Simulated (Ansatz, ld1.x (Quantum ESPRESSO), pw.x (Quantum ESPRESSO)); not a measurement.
pw.x on bcc K: one setting changed

Potential: norm-conserving Troullier–Martins (Kleinman–Bylander form), ld1.x (Quantum ESPRESSO) 7.5, PBEsol; core [Ar], reference 4s1 4p0; waves: 4p (bound, empty): rc 4.10 bohr; 3d channel at -0.05 Ry: rc 4.25 bohr; 4s (bound): rc 3.60 bohr; local part: the s channel; core correction: Bessel-smoothed model core, default radius (core density twice the valence density).

The reference run (k-mesh 9³, cutoffs 50/200 Ry, Fermi–Dirac 0.01 Ry, mixing_beta 0.4, conv_thr 1e-9, no spin) gives -0.02 GPa at 71.488 Å³/atom, where all-electron LAPW gives -0.01 GPa. This run, with its own iteration cap, changes k-mesh points per axis to 8.

```
&control
  calculation='scf', prefix='x', pseudo_dir='./', outdir='./tmp', tstress=.true., disk_io='none'
/
&system
  ibrav=0, nat=1, ntyp=1, ecutwfc=50, ecutrho=200, nbnd=7,
  occupations='smearing', smearing='fd', degauss=0.01
/
&electrons
  conv_thr=1e-09, mixing_beta=0.4, electron_maxstep=50
/
ATOMIC_SPECIES
K 1.0 K.UPF
CELL_PARAMETERS angstrom
  -2.61451448 2.61451448 2.61451448
  2.61451448 -2.61451448 2.61451448
  2.61451448 2.61451448 -2.61451448
ATOMIC_POSITIONS crystal
K 0.0000 0.0000 0.0000
K_POINTS automatic
8 8 8 0 0 0
```

```bash
pw.x < K.scf.in > K.scf.out
```

Problem. How does the run end?

Solution. It converges in 6 iterations; the free energy moves by +2.5 meV/atom and the pressure by +0.01 GPa.

```
Message from routine setup:
     using ibrav=0 with symmetry is DISCOURAGED, use correct ibrav instead
     lattice parameter (alat)  =       8.5576  a.u.
     unit-cell volume          =     482.4249 (a.u.)^3
     number of electrons       =         1.00
     number of Kohn-Sham states=            7
     kinetic-energy cutoff     =      50.0000  Ry
     charge density cutoff     =     200.0000  Ry
     scf convergence threshold =      1.0E-09
     Exchange-correlation= PBESOL
     number of k points=    29  Fermi-Dirac smearing, width (Ry)=  0.0100
     iteration #  1     ecut=    50.00 Ry     beta= 0.40
     total energy              =      -2.58849516 Ry
     estimated scf accuracy    <       0.00047440 Ry
     iteration #  2     ecut=    50.00 Ry     beta= 0.40
     total energy              =      -2.58848808 Ry
     estimated scf accuracy    <       0.00017110 Ry
     iteration #  3     ecut=    50.00 Ry     beta= 0.40
     total energy              =      -2.58848948 Ry
     estimated scf accuracy    <       0.00000001 Ry
     iteration #  4     ecut=    50.00 Ry     beta= 0.40
     c_bands:  1 eigenvalues not converged
     total energy              =      -2.58848957 Ry
     estimated scf accuracy    <          3.0E-09 Ry
     iteration #  5     ecut=    50.00 Ry     beta= 0.40
     total energy              =      -2.58848957 Ry
     estimated scf accuracy    <          4.1E-09 Ry
     iteration #  6     ecut=    50.00 Ry     beta= 0.40
     the Fermi energy is    -0.3143 ev
!    total energy              =      -2.58848957 Ry
     estimated scf accuracy    <          3.1E-11 Ry
     smearing contrib. (-TS)   =      -0.00366302 Ry
     The total energy is F=E-TS. E is the sum of the following terms:
     one-electron contribution =       0.28154882 Ry
     hartree contribution      =       0.00170094 Ry
     xc contribution           =      -2.49978624 Ry
     ewald contribution        =      -0.36829007 Ry
     convergence has been achieved in   6 iterations
          total   stress  (Ry/bohr**3)                   (kbar)     P=       -0.09
     Message from routine punch:
     Nothing written, as per user request (disk_io='none')
```

The run took about 6.3 s on one core of a shared host (Neoverse-V2, 96 threads, 742 GiB, load 80).
